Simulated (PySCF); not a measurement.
Consider methylamidogen, `C[NH]` (CH4N•, doublet). Atom numbers as in the mapped SMILES `[CH3:1][NH:2]`.

Energies: ωB97X-D3(BJ)/ma-def2-TZVP (PySCF, density fitting, integration grid level 2) on PBE0-D3(BJ)/ma-def2-SVP structures. ωB97X-D3(BJ) is ωB97X-V with D3(BJ) in place of VV10. Zero-point and thermal terms (298.15 K, 1 bar) come from unscaled PBE0-D3(BJ)/ma-def2-SVP harmonic frequencies, with soft modes damped to free rotors in the entropy.

Problem. What are the vertical and the adiabatic electron affinity for forming the singlet anion?

Solution. 0.24 eV vertical and 0.36 eV adiabatic, the latter with zero-point energy.

Problem. What reduction potential follows in dichloromethane (IEF-PCM), given that Fc+/Fc comes at 4.70 V absolute with this functional and basis?

Solution. In the gas phase −ΔG of reduction is 0.333 eV, and solvation is -16.3 kJ/mol for the parent and -274.0 kJ/mol for the product, so the absolute potential is 3.00 V, or -1.70 V against Fc+/Fc. Fc+/Fc in dichloromethane, 4.70 V, is ωB97X-D3(BJ)/ma-def2-TZVP on PBE0-D3(BJ)/def2-SVP structures with GFN2-xTB thermal terms. Benchmark calculations put it near 5.0 V in acetonitrile and DMSO, so it is about 0.3 V low, and the value against it can read up to that much too high. The solvent is electrostatics only, on gas-phase structures; the absolute scale refers to an electron at rest in vacuum.
